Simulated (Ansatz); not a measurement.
AlH3Cl, doublet: from triple and quadruple zeta to the limit

```xyz
5

Al   -1.8111    0.0000    0.0000
H    -2.6041    1.3734    0.0000
H    -2.6041   -1.3734    0.0000
H    -0.2253    0.0000    0.0000
Cl    1.5329    0.0000    0.0000
```

Connectivity, by distances: AlH2 ··· Cl, 1 bridging H.

Ansatz 0.2.0, UHF determinant, valence electrons correlated. Energies in eV.

```
       set  X  functions  Hartree–Fock  MP2 correlation  CCSD(T) correlation                                                                                                   time
def2-TZVPP  3        126   -19132.5880          -7.4328              -8.8857  2.5 s on 1 × NVIDIA H100 80GB HBM3 with 1 thread of AMD EPYC 7R13 Processor (Zen 3), on a shared host
def2-QZVPP  4        230   -19133.1472          -8.1316              -9.5683      6.5 s on 1 × NVIDIA H100 80GB HBM3 with 1 thread of AMD EPYC 7R13 Processor (Zen 3) (shared host)
```

Hartree–Fock is taken to follow E(X) = E∞ + A·exp(−7.88·√X), correlation E(X) = E∞ + B·X^−2.97.

**Question.** Work out the CCSD(T) energy at the limit, and how far the shortcut misses it that extrapolates MP2 and adds CCSD(T) minus MP2 from the smaller set.

**Answer.** Hartree–Fock: E∞ = E4 + 0.1377·(E4 − E3) = -19133.2242. Correlation: E∞ = E4 + 0.7407·(E4 − E3) = -10.0739 for CCSD(T) and -8.6493 for MP2. The limit is -19143.2981 eV, 0.583 eV below def2-QZVPP. The shortcut gives a correlation energy of -8.6493 + (-1.4530) = -10.1023, 28 meV lower than the direct value.

Past Ne part of the Hartree–Fock step between the two sets comes from the cores, which don't follow the formula, so the 77 meV that it adds to the total can overshoot; that part largely cancels in differences.
